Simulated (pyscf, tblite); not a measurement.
H₂N–SiH(NH₂)–Cl (SMILES N[SiH](N)Cl) + H• (SMILES [H]) → H₂N–Si•(NH₂)–Cl (SMILES N[Si](N)Cl) + H₂ (SMILES [H][H]): energy along the mass-weighted descent from the GFN2-xTB with spin polarisation saddle (tblite), relative to the relaxed reactant side, a complex of the molecules.

(s (amu^1/2 bohr), E (kcal/mol)): (-2.03, 0.2); (-1.97, 0.2); (-1.89, 0.3); (-1.81, 0.3); (-1.71, 0.4); (-1.62, 0.6); (-1.44, 0.8); (-1.22, 1.4); (-0.840, 4.1); (-0.120, 12.7); (0.339, 12.6); (0.447, 12.5); (0.565, 12.3); (0.650, 12.3); (0.753, 12.2)

Q: The GFN2-xTB with spin polarisation barrier from the reactant side is 12.9 kcal/mol. What does ωB97X-D3(BJ) (PySCF) give from its own reactant-side minimum, in def2-SVP and in def2-TZVP?

A: 4.3 kcal/mol in the double-zeta basis after reoptimising the saddle, and 4.8 kcal/mol in the triple-zeta single point, so the tight-binding barrier lies 8.1 kcal/mol over the latter. The imaginary mode goes from 927i to 950i cm⁻¹.
